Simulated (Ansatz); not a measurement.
```yaml
crystal:
  periodic: [false, false, false]
  atoms:
    - {symbol: P, position_ang: [-1.525007, -0.153706, -0.000859]}
    - {symbol: C, position_ang: [-0.015976, 0.636264, 0.002073]}
    - {symbol: S, position_ang: [1.478208, -0.143990, -0.000123]}
    - {symbol: H, position_ang: [0.028100, 1.722239, 0.005627]}
basis:
  gaussian: {orbitals: def2-TZVP}
magnetization: {spin_polarized: true, initial_magnetization: 2}
hamiltonian: {xc: pbe0}
relax: {f_tol: 0.004, max_steps: 80}
```

```sh
$ ansatz run in.yaml --threads 1 --pin off --events-out ev --progress --plain --max-ram 2176MiB
```

Steps of the relaxation (energy above the last step; positions in Å, forces in eV/Å):

```
4
step 1, 40.3 meV
P    -1.525   -0.154   -0.001   -0.271   -0.331   -0.001
C    -0.016    0.636    0.002    1.089    0.086    0.001
S     1.478   -0.144    0.000   -0.663    0.037    0.000
H     0.028    1.722    0.006   -0.155    0.209    0.001
```

```
4
step 2, 20.9 meV
P    -1.514   -0.165   -0.001   -0.203   -0.261   -0.001
C    -0.009    0.646    0.002    0.769    0.165    0.001
S     1.463   -0.157    0.000   -0.480    0.041    0.000
H     0.024    1.737    0.006   -0.086    0.055    0.000
```

```
4
step 3, 0.8 meV
P    -1.488   -0.202   -0.001    0.066    0.029    0.000
C     0.006    0.678    0.002   -0.167   -0.054    0.000
S     1.417   -0.181    0.000    0.105   -0.080    0.000
H     0.029    1.766    0.006   -0.005    0.106    0.000
```

```
4
step 7, 0.0 meV
P    -1.482   -0.204   -0.001    0.000    0.000    0.000
C     0.003    0.680    0.002    0.000    0.000    0.000
S     1.416   -0.186    0.000    0.000    0.000    0.000
H     0.029    1.771    0.006    0.000    0.000    0.000
```

Close pairs at the end: C2–H4 1.091 Å, C2–S3 1.657 Å, P1–C2 1.729 Å, P1–S3 2.898 Å.

A stationary point of unrestricted PBE0 after 7 steps, with ⟨S²⟩ = 2.056 against 2.00 for a pure state; no frequencies were run, so it isn't proven a minimum. 47 s on 1 thread of Arm Neoverse V1, shared host.
